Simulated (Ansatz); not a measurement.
**CCSD(T)/def2-SVPD run of BH2ClO (SMILES OBCl)**

What is the vertical singlet–triplet gap of BH2ClO at CCSD(T)/def2-SVPD? 

The calculation is run with Ansatz 0.2.0.

64 further runs of the same task are left out: 64 set aside as unsound or not needed.

## 1. Starting point

BH2ClO has 5 atoms, charge 0, and is taken as a singlet. SMILES: `OBCl`. The shape is that of a PBE0-D4/def2-TZVP optimisation. This is one conformer, not always the lowest.

Bond lengths: O1–B2 1.340 Å, B2–Cl3 1.766 Å, O1–H4 0.963 Å, B2–H5 1.189 Å. Angles: O1–B2–Cl3 121.0°, O1–B2–H5 119.8°, Cl3–B2–H5 119.2°, B2–O1–H4 113.9°.

## 2. A single-point energy at CCSD(T)/def2-SVPD

molecule.yaml

```yaml
crystal:
  periodic: [false, false, false]
  atoms:
    - {symbol: O, position_ang: [-0.863300, -0.618600, -0.002900]}
    - {symbol: B, position_ang: [0.379000, -0.137200, 0.137900]}
    - {symbol: Cl, position_ang: [0.788600, 1.496000, -0.395300]}
    - {symbol: H, position_ang: [-1.477700, 0.001200, -0.409700]}
    - {symbol: H, position_ang: [1.223300, -0.815100, 0.628600]}
basis:
  gaussian: {orbitals: def2-SVPD}
correlation: {method: ccsd_t, frozen_orbitals: {B: 1, Cl: 5, H: 0, O: 1}}
accuracy: high
scf: {omitted_lower_state_checks: [cluster_reference, increment]}
```

Started as:

```console
ansatz run molecule.yaml --threads 1 --pin off --max-ram 3480MiB --events-out events.jsonl --progress --plain --runs-dir runs
```

The log of the run (excerpt; [...] marks lines left out):

```text
Warning: RAYON_NUM_THREADS=1 ignored (pool sized by the plan → 1); use --threads N
Functional definition: HF
  name "HF"
[...]
1663 factors; integrals over basis functions are off by at most 3.7e-9 eV
[...]
mean field -15241.03642933 eV, -560.0977580323 hartree, gradient 4.0e-8 eV, S^2 0.000000; 0 other end points of the search recorded, 0 dependent functions left out
7 core orbitals not correlated: weight in the atoms' cores, before any rotation towards them, 1.000 or more for the frozen orbitals, at most 0.000 for the correlated occupied ones
reference -15241.03642933 eV, -560.0977580323 hartree; 9, 9 occupied and 70, 70 virtual orbitals, 1663 factors
second order -11.65264385 eV of doubles, -0.00000000 eV of singles
cycle   1  -11.99512601 eV  change   -3.4e-1 eV  update   7.9e-2
[...]
cycle  20  -12.32346538 eV  change   5.5e-10 eV  update   1.7e-9
perturbative correction -0.34886132 eV, -0.0128204171 hartree
Total energy: -15253.70875603 eV, -560.5634574488 hartree
Checks for a lower state left out: cluster_reference, increment
```

It took 9.6 s on 1 thread of Arm Neoverse V2, shared host; peak memory 0.45 GiB.

## 3. The triplet

input.yaml

```yaml
crystal:
  periodic: [false, false, false]
  atoms:
    - symbol: O
      position_ang: [-0.863300, -0.618600, -0.002900]
    - symbol: B
      position_ang: [0.379000, -0.137200, 0.137900]
    - symbol: Cl
      position_ang: [0.788600, 1.496000, -0.395300]
    - symbol: H
      position_ang: [-1.477700, 0.001200, -0.409700]
    - symbol: H
      position_ang: [1.223300, -0.815100, 0.628600]
basis:
  gaussian: {orbitals: def2-SVPD}
magnetization: {spin_polarized: true, initial_magnetization: 2}
correlation: {method: ccsd_t, frozen_orbitals: {B: 1, Cl: 5, H: 0, O: 1}}
accuracy: high
scf: {omitted_lower_state_checks: [cluster_reference, increment]}
```

Started as:

```console
ansatz run input.yaml --threads 1 --pin off --max-ram 3480MiB --events-out events.jsonl --progress --plain --runs-dir runs
```

The log of the run (excerpt; [...] marks lines left out):

```text
Warning: RAYON_NUM_THREADS=1 ignored (pool sized by the plan → 1); use --threads N
[... 2 set-up lines as earlier in the session ...]
[...]
1663 factors; integrals over basis functions are off by at most 3.7e-9 eV
[...]
mean field -15233.85158572 eV, -559.8337198996 hartree, gradient 5.1e-8 eV, S^2 2.016223; 11 other end points of the search recorded, 0 dependent functions left out
7 core orbitals not correlated: weight in the atoms' cores, before any rotation towards them, 1.000 or more for the frozen orbitals, at most 0.000 for the correlated occupied ones
reference -15233.85158572 eV, -559.8337198996 hartree; 10, 8 occupied and 69, 71 virtual orbitals, 1663 factors
second order -11.23546668 eV of doubles, -0.00000000 eV of singles
cycle   1  -11.71462549 eV  change   -4.8e-1 eV  update   9.7e-2
[...]
cycle  40  -12.22788651 eV  change    1.7e-9 eV  update   1.6e-9
perturbative correction -0.38035836 eV, -0.0139779120 hartree
Total energy: -15246.45983058 eV, -560.2970643523 hartree
Checks for a lower state left out: cluster_reference, increment
```

Wall time 59 s (1 thread of Arm Neoverse V2, shared host); peak memory 0.85 GiB.

## 4. What came out

Level: CCSD(T)/def2-SVPD, 7 core orbitals frozen.

| quantity | value |
| --- | --- |
| singlet: total energy | -560.56346 Eh |
| singlet: correlation energy (7 core orbitals frozen) | -465.7 mEh |
| singlet: (T) correction | -12.82 mEh |
| singlet: T1 diagnostic | 0.014 |
| triplet: total energy | -560.29706 Eh |
| triplet: correlation energy (7 core orbitals frozen) | -463.3 mEh |
| triplet: (T) correction | -13.98 mEh |
| triplet: ⟨S²⟩ of the reference determinant | 2.016 |
| triplet: T1 diagnostic | 0.060 |
| vertical energy of the triplet above the singlet | 7.249 eV |

What this shows: At this shape the triplet lies 7.25 eV (699 kJ/mol) above the singlet. The triples (singlet) make up 2.8 % of the correlation energy. The T1 diagnostic (triplet) of 0.060 is above the customary mark for such species, so a single reference may not serve. The triples (triplet) make up 3.0 % of the correlation energy.
